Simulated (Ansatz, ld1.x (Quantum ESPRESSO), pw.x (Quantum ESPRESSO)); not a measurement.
**What a changed setting does to a pw.x run (bcc Tl)**

Potential: norm-conserving Troullier–Martins (Kleinman–Bylander form), ld1.x (Quantum ESPRESSO) 7.5, LDA (PW92); core [Xe] 4f14, reference 5d10 6s2 6p1; waves: 6p (bound): rc 2.85 bohr; 5d (bound): rc 1.55 bohr; 6s (bound): rc 1.90 bohr; local part: the s channel; core correction: none.

The reference run (k-mesh 12³, cutoffs 110/440 Ry, Fermi–Dirac 0.01 Ry, mixing_beta 0.4, conv_thr 1e-9, no spin) gives 0.17 GPa at 27.495 Å³/atom, where all-electron LAPW gives -0.27 GPa. This run, with its own iteration cap, changes tot_charge to 3, a wrong or extreme entry chosen on purpose.

```
&control
  calculation='scf', prefix='x', pseudo_dir='./', outdir='./tmp', tstress=.true., disk_io='none'
/
&system
  ibrav=0, nat=1, ntyp=1, ecutwfc=110, ecutrho=440, nbnd=14,
  occupations='smearing', smearing='fd', degauss=0.01, tot_charge=3
/
&electrons
  conv_thr=1e-09, mixing_beta=0.4, electron_maxstep=70
/
ATOMIC_SPECIES
Tl 1.0 Tl.UPF
CELL_PARAMETERS angstrom
  -1.90136098 1.90136098 1.90136098
  1.90136098 -1.90136098 1.90136098
  1.90136098 1.90136098 -1.90136098
ATOMIC_POSITIONS crystal
Tl 0.0000 0.0000 0.0000
K_POINTS automatic
12 12 12 0 0 0
```

```bash
pw.x < Tl.scf.in > Tl.scf.out
```

Problem. How does the run end?

Solution. It converges in 9 iterations; the free energy moves by -22.01 eV/atom and the pressure by -245.09 GPa. The cell is charged against a uniform background, so energy and pressure depend on the zero of the potential and are not those of the crystal.

```
Message from routine setup:
     using ibrav=0 with symmetry is DISCOURAGED, use correct ibrav instead
     lattice parameter (alat)  =       6.2233  a.u.
     unit-cell volume          =     185.5455 (a.u.)^3
     number of electrons       =        10.00
     number of Kohn-Sham states=           14
     kinetic-energy cutoff     =     110.0000  Ry
     charge density cutoff     =     440.0000  Ry
     scf convergence threshold =      1.0E-09
     Exchange-correlation= PW
     number of k points=    72  Fermi-Dirac smearing, width (Ry)=  0.0100
     iteration #  1     ecut=   110.00 Ry     beta= 0.40
     total energy              =    -102.18094722 Ry
     estimated scf accuracy    <       2.14337994 Ry
     iteration #  2     ecut=   110.00 Ry     beta= 0.40
     total energy              =    -102.04117727 Ry
     estimated scf accuracy    <       0.37514915 Ry
     iteration #  3     ecut=   110.00 Ry     beta= 0.40
     total energy              =    -102.11843805 Ry
     estimated scf accuracy    <       0.00720184 Ry
     iteration #  4     ecut=   110.00 Ry     beta= 0.40
     negative rho (up, down):  5.716E-08 0.000E+00
     total energy              =    -102.11858328 Ry
     estimated scf accuracy    <       0.00598977 Ry
     iteration #  5     ecut=   110.00 Ry     beta= 0.40
     total energy              =    -102.11990973 Ry
     estimated scf accuracy    <       0.00019412 Ry
     iteration #  6     ecut=   110.00 Ry     beta= 0.40
     c_bands:  1 eigenvalues not converged
     c_bands:  1 eigenvalues not converged
     total energy              =    -102.11991836 Ry
     estimated scf accuracy    <       0.00001538 Ry
     iteration #  7     ecut=   110.00 Ry     beta= 0.40
     total energy              =    -102.11992053 Ry
     estimated scf accuracy    <       0.00000014 Ry
     iteration #  8     ecut=   110.00 Ry     beta= 0.40
     total energy              =    -102.11992056 Ry
     estimated scf accuracy    <          8.9E-09 Ry
     iteration #  9     ecut=   110.00 Ry     beta= 0.40
     the Fermi energy is     1.7662 ev
!    total energy              =    -102.11992057 Ry
     estimated scf accuracy    <          1.3E-11 Ry
     smearing contrib. (-TS)   =      -0.00000204 Ry
     The total energy is F=E-TS. E is the sum of the following terms:
     one-electron contribution =     -25.28397559 Ry
     hartree contribution      =      19.76003898 Ry
     xc contribution           =     -11.00989303 Ry
     ewald contribution        =     -85.58608890 Ry
     convergence has been achieved in   9 iterations
          total   stress  (Ry/bohr**3)                   (kbar)     P=    -2449.20
     Message from routine punch:
     Nothing written, as per user request (disk_io='none')
```

The run took about 2.2 min on one core of a shared host (Neoverse-N1, 64 threads, 124 GiB, load 58).
